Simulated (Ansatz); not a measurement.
C7H16, SMILES `CCC(C)(C)CC`, relaxed with RKS PBE0-D4/def2-TZVP in Ansatz from a GFN2-xTB geometry. The force threshold is 0.005 eV/Å; the program also tests the step.

Charge 0, multiplicity 1.

Start:

```xyz
23

C    -0.009    2.189   -0.460
C     0.836    1.018    0.030
C     0.277   -0.384   -0.277
C     1.234   -1.417    0.329
C     0.230   -0.613   -1.793
C    -1.144   -0.587    0.277
C    -1.308   -0.365    1.777
H    -0.141    2.156   -1.538
H     0.487    3.126   -0.212
H    -0.989    2.194    0.009
H     0.972    1.112    1.110
H     1.827    1.090   -0.425
H     1.378   -1.243    1.393
H     2.207   -1.358   -0.155
H     0.847   -2.424    0.194
H     1.204   -0.423   -2.239
H    -0.499    0.038   -2.267
H    -0.049   -1.643   -2.008
H    -1.827    0.080   -0.253
H    -1.452   -1.610    0.043
H    -1.062    0.657    2.054
H    -2.342   -0.551    2.062
H    -0.676   -1.041    2.347
```

Q: How much energy does the relaxation release, and in how many steps? (Estimate.)

A: Computed: 0.41 kcal/mol, in 3 steps.

Q: Which bonds change most? (Estimate.)

A: Computed: C3–C5 from 1.534 to 1.527 Å; C5–H16 from 1.088 to 1.094 Å; C3–C4 from 1.533 to 1.527 Å; C1–H10 from 1.087 to 1.093 Å.

Q: Give the relaxed structure. (An estimate is asked.)

A: Computed: 
```xyz
23

C    -0.017    2.181   -0.445
C     0.831    1.010    0.026
C     0.282   -0.391   -0.282
C     1.236   -1.417    0.325
C     0.230   -0.617   -1.792
C    -1.135   -0.588    0.278
C    -1.306   -0.346    1.768
H    -0.174    2.163   -1.526
H     0.470    3.128   -0.203
H    -1.000    2.190    0.032
H     0.990    1.095    1.106
H     1.827    1.083   -0.425
H     1.346   -1.283    1.403
H     2.232   -1.327   -0.119
H     0.882   -2.437    0.146
H     1.216   -0.474   -2.244
H    -0.468    0.066   -2.281
H    -0.096   -1.637   -2.017
H    -1.822    0.063   -0.273
H    -1.446   -1.612    0.041
H    -1.071    0.685    2.044
H    -2.339   -0.535    2.071
H    -0.668   -1.001    2.365
```
